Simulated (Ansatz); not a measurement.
Reaction (formal loss of a carbene): `C=CC(C)(F)Cl` → `C=CC(F)Cl` + `[CH2]` (triplet)

Program: Ansatz. Geometries: PBE0-D4/def2-TZVP. ΔE: electronic, gas phase. CBS: MP2 limit from def2 TZ/QZ plus the TZ coupled-cluster correction, frozen cores. This one scheme is used for every species. Functionals use def2-TZVPP. B3LYP here is the variant with VWN-RPA as its local correlation; programs differ in this. Triplets are unrestricted, without spin–orbit coupling. One conformer a species, not always the lowest.

`C=CC(C)(F)Cl`:

```xyz
12

C     0.312    1.400    1.394
C    -0.117    0.231    0.948
C    -0.459   -0.039   -0.479
C     0.358   -1.141   -1.104
F    -0.315    1.093   -1.227
Cl   -2.207   -0.494   -0.548
H     0.558    1.537    2.440
H     0.424    2.251    0.734
H    -0.236   -0.621    1.609
H     0.245   -2.064   -0.537
H     1.409   -0.844   -1.100
H     0.029   -1.309   -2.129
```

`C=CC(F)Cl`:

Z-matrix (Å, degrees):
```
C
C 1 1.486
Cl 1 1.791 2 109.9
F 1 1.355 2 112.0 3 120.9
H 1 1.092 2 112.6 3 -116.9
C 2 1.323 1 123.6 3 -120.6
H 2 1.085 1 114.6 3 59.6
H 6 1.083 2 121.4 1 0.4
H 6 1.083 2 120.8 1 -179.7
```

`[CH2]` (triplet):

Cartesian coordinates in Å:
```
C -0.084 0.263 -0.005
H 0.566 0.020 -0.831
H -0.482 -0.283 0.836
```

| level | ΔE (eV) | difference from CCSD(T)/CBS |
| --- | --- | --- |
| PBE-D4 | 4.78 | 0.02 |
| r2SCAN-D4 | 4.53 | -0.23 |
| PBE0-D4 | 4.70 | -0.06 |
| B3LYP-D4 | 4.65 | -0.11 |
| ωB97X-V | 4.86 | 0.10 |
| ωB97M-V | 4.78 | 0.02 |
| B2PLYP | 4.62 | -0.14 |
| PBE | 4.70 | -0.06 |
| r2SCAN | 4.50 | -0.26 |
| PBE0 | 4.63 | -0.13 |
| B3LYP | 4.51 | -0.25 |
| HF/def2-TZVPP | 3.17 | -1.59 |
| MP2/def2-TZVPP | 4.79 | 0.03 |
| SCS-MP2/def2-TZVPP | 4.78 | 0.02 |
| CCSD/def2-TZVPP | 4.51 | -0.25 |
| CCSD(T)/def2-TZVPP | 4.64 | -0.12 |
| HF/def2-QZVPP | 3.17 | -1.59 |
| MP2/def2-QZVPP | 4.86 | 0.10 |
| SCS-MP2/def2-QZVPP | 4.86 | 0.10 |
| HF/CBS(def2) | 3.16 | -1.60 |
| MP2/CBS(def2) | 4.92 | 0.16 |
| CCSD/CBS(def2) | 4.63 | -0.13 |
| CCSD(T)/CBS | 4.76 | 0 |

Largest T1 diagnostic among the species: 0.011.

The D4 term adds +0.13 eV with B3LYP and +0.07 eV with PBE0; it sums over pairs of atoms, weighted by their polarisabilities, and B3LYP, whose exchange is more repulsive, gets the larger term. From PBE to PBE0 (25 % exact exchange), in def2-TZVPP and without D4, ΔE moves by −0.07 eV. In def2-TZVPP, CCSD(T) changes the Hartree–Fock value by +1.47 eV (the triples alone add +0.13 eV) and MP2 by +1.63 eV.
